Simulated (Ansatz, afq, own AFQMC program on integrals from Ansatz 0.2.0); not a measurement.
Where AFQMC and coupled cluster stand for C$_{2}$H$_{3}$, doublet

```xyz
5

C    -0.0103    0.0000    0.5191
C    -0.0222    0.0000   -0.7272
H     0.9685    0.0000    0.5335
H    -0.2907    0.7970    0.9732
H    -0.2907   -0.7970    0.9732
```

Connectivity, by distances: CH3–C.

Basis cc-pVDZ. Noble-gas cores (and the filled d shells of Ga–Kr and In–Xe) are frozen. Integrals, coupled cluster, full CI and functionals: Ansatz 0.2.0; the random walks run on the same integrals in our own AFQMC program. The CISD trial takes its coefficients from CCSD amplitudes. Released means that phaseless walkers are propagated on without the constraint, phases kept. Free projection: walkers drawn from exp(T), propagated without any constraint. Its projection time is finite, and what remains of the start isn't in its error. ± is one standard error of the sampling.

Determinant: UHF, the one that the program's search chose, which needn't be the lowest solution. The geometry is a point of a scan.

No full CI on the walks' own integrals is used here. The released AFQMC energy serves as the reference, which it does only where one determinant dominates, the energy is flat over the last release times and near the phaseless one (40 meV or 2 meV an electron, half that with transition metals). On small molecules, where full CI could be run and the noise was under 10 meV, such values lay within 10 meV of it in 19 cases of 20, a flattering rate, since the rule was set on those same cases; what remains of the bias isn't in the error bar.

Cautions: the released value is read at 1.62 1/Eh with a noise of 15 meV, more than in the cases checked, later times being too noisy (meV from the phaseless value at times in 1/Eh: -4 ± 10 at 0.24, -16 ± 11 at 0.51, 4 ± 10 at 0.99, -16 ± 15 at 1.62, 0 ± 19 at 2.40).

```
T1 diagnostic                               : 0.0194
weight of the determinant in the CISD state : 0.897
⟨S²⟩ of the determinant                     : 0.777
size of the correlated space                : 11 electrons in 41 orbitals
```

```json
{"level": "MP2", "correlation energy (eV)": "-5.9689"}
{"level": "CCSD", "correlation energy (eV)": "-6.8790"}
{"level": "CCSD(T)", "correlation energy (eV)": "-7.0564"}
```

Problem. Estimate where phaseless AFQMC with a CISD trial lies against CCSD(T) on the same integrals.

Solution. 0.17 ± 0.21 kcal/mol below CCSD(T). The gap is under twice the noise, so this walk alone can't tell the two apart.

Reference: AFQMC with the constraint released, correlation energy -7.080 ± 0.015 eV.

```tsv
level	E − E(reference) (kcal/mol)	share of correlation (%)
CCSD(T)	0.54 ± 0.36	99.67
ph-AFQMC/HF	-0.63 ± 0.94	100.38
ph-AFQMC/CISD	0.36 ± 0.41	99.78
free AFQMC	-0.15 ± 0.46	100.09
```

Free projections are given only where their last times agree within the noise and don't stop above the reference; a slow remainder of the start can still hide under it. A walk keeps the symmetry of its determinant, which the program's search chose and which needn't be the lowest solution, so a lower state of the same spin and another symmetry isn't excluded. Released energies are given only where the last usable release times agree within the noise; a slower fall can still hide under it.
